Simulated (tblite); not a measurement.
# CH7NS: the cost of one run

Computed with tblite 0.8.0 and PySCF 2.14.0; each step states its level. No surroundings beyond the atoms listed, unless a continuum is named. Atoms count from 0, parts from 1.

## 1. The system as given

10 atoms, charge 0, multiplicity 1; geometry: rigid parts in contact. Parts: 1 = atoms 0–2, `S`, charge 0; 2 = atoms 3–9, `CN`, charge 0.

## 2. Docking the parts with GFN2-xTB

Job settings and geometry (Å):

```
{"job": {"kind": "dock", "xc": "GFN2-xTB", "basis": "xTB"}, "charge": 0, "multiplicity": 1, "parts": [{"atoms": "0-2", "charge": 0, "multiplicity": 1}, {"atoms": "3-9", "charge": 0, "multiplicity": 1}]}
S     -0.001848     0.612287    -0.011664
H     -0.956501    -0.309049     0.008594
H      0.958349    -0.303239     0.003070
C     -2.909527    -3.563811     0.176537
N     -1.744548    -2.696920     0.206605
H     -3.160496    -3.841384     1.199752
H     -3.799016    -3.115464    -0.289720
H     -2.654166    -4.469374    -0.372640
H     -1.481261    -2.428260    -0.735879
H     -1.953631    -1.847052     0.720010
```

Method: GFN2-xTB search for minima from random contacts, gas phase.

Run with:

```bash
$ OMP_NUM_THREADS=1 python cluster_run.py task.json out
```

The driver reads the jobs from task.json and runs them one after another.

Q: Estimate the wall time of this first job on 1 thread of Arm Neoverse N1, shared host.

About 9.5 s.
